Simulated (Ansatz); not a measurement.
# MgAlO radical: one structure at several levels

One table from this session's results is given with a row withheld; the runs are named, their logs left out.

Method: single points in def2-TZVPP; program: Ansatz 0.2.0, Gaussian basis.

Cores are frozen in the correlated methods. The outer core shell of Li, Na, Mg and K is correlated. Orbitals are unrestricted.

**Where the work starts**

3 atoms, charge 0, spin multiplicity 2.

Atoms are counted from 1 here; the program's logs count them from 0.

Bond lengths: O1–Mg2 1.754 Å, O1–Al3 1.548 Å. Angles: Mg2–O1–Al3 172.9°.

Geometry (Å):

```xyz
3
AlMgO
O    -0.1048    0.0460    0.0621
Mg    1.3027    0.7926    0.7967
Al   -1.2234   -0.7057   -0.7002
```

The first run:

run/in.yaml reads:

```yaml
crystal:
  periodic: [false, false, false]
  atoms:
    - {symbol: O, position_ang: [-0.104800, 0.046000, 0.062100]}
    - {symbol: Mg, position_ang: [1.302700, 0.792600, 0.796700]}
    - {symbol: Al, position_ang: [-1.223400, -0.705700, -0.700200]}
basis:
  gaussian: {orbitals: def2-TZVPP}
magnetization: {spin_polarized: true, initial_magnetization: 1}
correlation: {method: ccsd_t}
scf: {omitted_lower_state_checks: [cluster_reference]}
output: {forces: true}
```

No record of the launch command was kept for these runs.

Steps of the session up to this table: CCSD(T)/def2-TZVPP; PBE0-D4/def2-TZVPP; wB97M-V/def2-TZVPP; r2SCAN-D4/def2-TZVPP; PBE-D4/def2-TZVPP; wB97X-V/def2-TZVPP; revPBE-D4/def2-TZVPP.

One of the session's tables, all rows but one given; the rest of the session is left out.

| method | RMS force component (eV/Å) | angle to CCSD(T) forces (°) | dipole (D) |
| --- | --- | --- | --- |
| CCSD(T) | 2.410 | reference | 3.09 |
| PBE0-D4 | 2.259 | 0.5 | 2.95 |
| wB97M-V | 2.332 | 0.5 | 3.13 |
| r2SCAN-D4 | ? | ? | ? |
| PBE-D4 | 2.439 | 3.1 | 2.52 |
| wB97X-V | 2.328 | 0.4 | 3.17 |
| revPBE-D4 | 2.543 | 4.4 | 2.56 |

**Question.** Estimate the row for r2SCAN-D4.

As computed: RMS force component (eV/Å): 2.283; angle to CCSD(T) forces (°): 1.0; dipole (D): 3.00. In the column «RMS force component (eV/Å)» it lies between PBE0-D4 (2.259) and wB97X-V (2.328).
